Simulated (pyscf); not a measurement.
F–GeH₂–SeH (SMILES [F][GeH2][SeH]) + H₂ (SMILES [H][H]) → H₃Ge–SeH (SMILES [GeH3][SeH]) + HF (SMILES F) (four-centre exchange; singlet surface; F–Ge, H–H broken, Ge–H, F–H formed). Single points on ωB97X-D3(BJ)/def2-SVP structures (PySCF, gas phase). Energies in kcal/mol from the separated reactants.

| level | barrier | reaction energy |
|---|---|---|
| ωB97X-D3(BJ)/def2-TZVP | 47.2 | +11.8 |
| PBE/def2-TZVP | … | … |
| B3LYP-D3(BJ)/def2-TZVP | 46.1 | +12.1 |
| M06-2X/def2-TZVP | 49.9 | +15.7 |
| ωB97M-D3(BJ)/def2-TZVP | 46.6 | +10.8 |
| HF/def2-TZVP | … | +10.4 |

Question: Complete the blanks.

Answer: 
- PBE/def2-TZVP, barrier: 40.3
- PBE/def2-TZVP, reaction energy: +11.4
- HF/def2-TZVP, barrier: 63.4

The functionals in the table span 9.6 kcal/mol in this barrier, from PBE to M06-2X. At the saddle there is also a short Ge–H contact that neither side keeps. One saddle was located; it need not be the lowest between these sides. Elements up to Kr have no core potential and no relativistic terms here.
